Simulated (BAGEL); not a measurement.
# triplet SiNH2Cl at 4 levels

Aim: a comparison of 4 runs (UHF/STO-3G, ROHF/6-31G*, UHF/6-31G*, ROHF/def2-TZVP) of triplet SiNH2Cl. 

The calculation is run with BAGEL 1.2.2.

21 further runs of the same task are left out: 21 set aside as unsound or not needed.

### Step 1. Starting point

SiNH2Cl: 5 atoms, total charge 0, spin state triplet. SMILES of the parent species: `N[Si]Cl`. The shape is that of a PBE0-D4/def2-TZVP optimisation. This is one conformer, not always the lowest. That shape belongs to the parent species and isn't relaxed for this state.

Bond lengths: N1–Si2 1.701 Å, Si2–Cl3 2.104 Å, N1–H4 1.009 Å, N1–H5 1.010 Å. Angles: N1–Si2–Cl3 98.2°, Si2–N1–H4 121.0°, Si2–N1–H5 126.0°, H4–N1–H5 113.0°.

### Step 2. A single-point energy at UHF/STO-3G (density fitting with qzvpp-jkfit) (run 1)

calc.json

```json
{ "bagel": [

{
  "title": "molecule",
  "basis": "sto-3g",
  "df_basis": "qzvpp-jkfit",
  "angstrom": true,
  "geometry": [
    { "atom": "N", "xyz": [      -0.148200,       0.583400,      -0.233900 ] },
    { "atom": "Si", "xyz": [      -0.116200,      -0.341800,       1.192600 ] },
    { "atom": "Cl", "xyz": [       0.649000,      -2.124500,       0.377300 ] },
    { "atom": "H", "xyz": [      -0.473300,       1.538600,      -0.227400 ] },
    { "atom": "H", "xyz": [       0.138600,       0.270600,      -1.150000 ] }
  ]
},

{ "title": "uhf", "nopen": 2 },

{ "title": "print", "file": "orbitals.molden", "orbitals": true }

]}
```

Started as:

```
$ BAGEL_NUM_THREADS=1 BAGEL calc.json > calc.out
```

Log:

```text
* using 1 threads per process

  ===============================================================
  ===============================================================

  *** Geometry ***

  { "atom" : "N", "xyz" : [     -0.280057,      1.102466,     -0.442007 ] },
  { "atom" : "Si", "xyz" : [     -0.219586,     -0.645908,      2.253687 ] },
  { "atom" : "Cl", "xyz" : [      1.226432,     -4.014723,      0.712994 ] },
  { "atom" : "H", "xyz" : [     -0.894407,      2.907533,     -0.429724 ] },
  { "atom" : "H", "xyz" : [      0.261916,      0.511360,     -2.173185 ] },

  Number of auxiliary basis functions:      369

  Since a DF basis is specified, we compute 2- and 3-index integrals:
    o Being stored without compression. Storage requirement is 0.002 GB

  Number of basis functions:       25
  Number of electrons      :       40

    * METHOD: MOLECULE                             0.06

  *** Open-shell HF ***

  === Nuclear Repulsion ===
   131.3903187992

      * DIIS with orbital gradients will be used.

  === UHF iteration (sto-3g) ===
      0       -794.98733980          0.01977450           0.01
      1       -795.02210692          0.00494602           0.01
      2       -795.02591193          0.00231069           0.01
[... 10 lines of this table left out ...]
     13       -795.02714235          0.00000001           0.01
    * SCF iteration converged.

    * S^2 (UHF) is 2.0013

    * Permanent dipole moment:
           (    0.588887,    -1.249578,    -0.837189) a.u.

    * METHOD: UHF                                  0.23

    * METHOD: PRINT                                0.00

  ===============================================================
```

Run time: 0.58 s. Hardware: 1 thread of Intel Xeon 6975P-C (Granite Rapids), shared host.

### Step 3. The energy at ROHF/6-31G(d) (density fitting with qzvpp-jkfit, spherical functions) (run 2)

hf.json

```json
{ "bagel" : [

{
  "title" : "molecule",
  "basis" : "6-31gs.json",
  "df_basis" : "qzvpp-jkfit",
  "angstrom" : true,
  "geometry" : [
    { "atom" : "N", "xyz" : [      -0.148200,       0.583400,      -0.233900 ] },
    { "atom" : "Si", "xyz" : [      -0.116200,      -0.341800,       1.192600 ] },
    { "atom" : "Cl", "xyz" : [       0.649000,      -2.124500,       0.377300 ] },
    { "atom" : "H", "xyz" : [      -0.473300,       1.538600,      -0.227400 ] },
    { "atom" : "H", "xyz" : [       0.138600,       0.270600,      -1.150000 ] }
  ]
},

{ "title" : "rohf", "nopen" : 2 },

{ "title" : "print", "file" : "orbitals.molden", "orbitals" : true }

]}
```

The basis set 6-31G* is read from a file made from the Basis Set Exchange's data (not shown).

Started as:

```
$ BAGEL_NUM_THREADS=1 BAGEL hf.json > hf.out
```

Log:

```text
* using 1 threads per process

  ===============================================================
  ===============================================================

  *** Geometry ***

  { "atom" : "N", "xyz" : [     -0.280057,      1.102466,     -0.442007 ] },
  { "atom" : "Si", "xyz" : [     -0.219586,     -0.645908,      2.253687 ] },
  { "atom" : "Cl", "xyz" : [      1.226432,     -4.014723,      0.712994 ] },
  { "atom" : "H", "xyz" : [     -0.894407,      2.907533,     -0.429724 ] },
  { "atom" : "H", "xyz" : [      0.261916,      0.511360,     -2.173185 ] },

  Number of auxiliary basis functions:      369

  Since a DF basis is specified, we compute 2- and 3-index integrals:
    o Being stored without compression. Storage requirement is 0.009 GB

  Number of basis functions:       54
  Number of electrons      :       40

    * METHOD: MOLECULE                             0.08

  *** Open-shell HF ***

  === Nuclear Repulsion ===
   131.3903187992

      * DIIS with orbital gradients will be used.

  === ROHF iteration (6-31gs.json) ===
      0       -803.79943852          0.04598428           0.06
      1       -803.91740256          0.02741310           0.06
      2       -803.95115006          0.01633976           0.06
[... 11 lines of this table left out ...]
     14       -803.96890837          0.00000001           0.04
    * SCF iteration converged.

    * S^2 (ROHF) is 2.0000

    * Permanent dipole moment:
           (    0.421710,    -1.131145,    -0.193682) a.u.

    * METHOD: ROHF                                 0.70

    * METHOD: PRINT                                0.00

  ===============================================================
```

Run time: 1.1 s. Hardware: 1 thread of Intel Xeon 6975P-C (Granite Rapids), shared host.

Run 3 isn't shown in full; the table further down has it.

### Step 4. The energy at ROHF/def2-TZVP (density fitting with qzvpp-jkfit) (run 4)

input.json

```json
{ "bagel": [

{
  "title": "molecule",
  "basis": "def2-tzvp.json",
  "df_basis": "qzvpp-jkfit",
  "angstrom": true,
  "geometry": [
    { "atom": "N", "xyz": [   -0.148200,    0.583400,   -0.233900 ] },
    { "atom": "Si", "xyz": [   -0.116200,   -0.341800,    1.192600 ] },
    { "atom": "Cl", "xyz": [    0.649000,   -2.124500,    0.377300 ] },
    { "atom": "H", "xyz": [   -0.473300,    1.538600,   -0.227400 ] },
    { "atom": "H", "xyz": [    0.138600,    0.270600,   -1.150000 ] }
  ]
},
{ "title": "rohf", "nopen": 2 },
{ "title": "print", "file": "orbitals.molden", "orbitals": true }

]}
```

The basis set def2-TZVP is read from a file made from the Basis Set Exchange's data (not shown).

Started as:

```
$ BAGEL_NUM_THREADS=1 BAGEL input.json > input.out
```

Log:

```text
* using 1 threads per process

  ===============================================================
  ===============================================================

  *** Geometry ***

  { "atom" : "N", "xyz" : [     -0.280057,      1.102466,     -0.442007 ] },
  { "atom" : "Si", "xyz" : [     -0.219586,     -0.645908,      2.253687 ] },
  { "atom" : "Cl", "xyz" : [      1.226432,     -4.014723,      0.712994 ] },
  { "atom" : "H", "xyz" : [     -0.894407,      2.907533,     -0.429724 ] },
  { "atom" : "H", "xyz" : [      0.261916,      0.511360,     -2.173185 ] },

  Number of auxiliary basis functions:      369

  Since a DF basis is specified, we compute 2- and 3-index integrals:
    o Being stored without compression. Storage requirement is 0.040 GB

  Number of basis functions:      117
  Number of electrons      :       40

    * METHOD: MOLECULE                             0.16

  *** Open-shell HF ***

  === Nuclear Repulsion ===
   131.3903187992

      * DIIS with orbital gradients will be used.

  === ROHF iteration (def2-tzvp.json) ===
      0       -803.87384355          0.03634475           0.13
      1       -803.99856030          0.02334749           0.12
      2       -804.04091762          0.01483078           0.11
[... 13 lines of this table left out ...]
     16       -804.06693303          0.00000000           0.11
    * SCF iteration converged.

    * S^2 (ROHF) is 2.0000

    * Permanent dipole moment:
           (    0.317756,    -0.962498,     0.043312) a.u.

    * METHOD: ROHF                                 2.10

    * METHOD: PRINT                                0.01

  ===============================================================
```

Run time: 2.6 s. Hardware: 1 thread of Intel Xeon 6975P-C (Granite Rapids), shared host; peak memory 0.12 GiB.

### Step 5. Overview of the runs

```csv
run,level,energy (Eh),dipole moment (D),⟨S²⟩,wall time
1,UHF/STO-3G (density fitting with qzvpp-jkfit),-795.027142,4.11,2.001,0.58 s
2,"ROHF/6-31G* (density fitting with qzvpp-jkfit, spherical functions)",-803.968908,3.11,2.000,1.1 s
3,"UHF/6-31G* (density fitting with qzvpp-jkfit, spherical functions)",-803.970845,3.10,2.005,1.1 s
4,ROHF/def2-TZVP (density fitting with qzvpp-jkfit),-804.066933,2.58,2.000,2.6 s
```

### Step 6. What came out

| quantity | value |
| --- | --- |
| run 4: total energy | -804.06693 Eh |
| run 4: dipole moment | 2.58 D |
| run 4: ⟨S²⟩ | 2.000 |

**Reading.** The dipole moment (its size) runs from 2.58 D (ROHF/def2-TZVP) to 4.11 D (UHF/STO-3G). The two ends differ in method and basis. In run 1 the basis is minimal, so the values are rough. All runs together took 5.4 s, the longest 2.6 s.
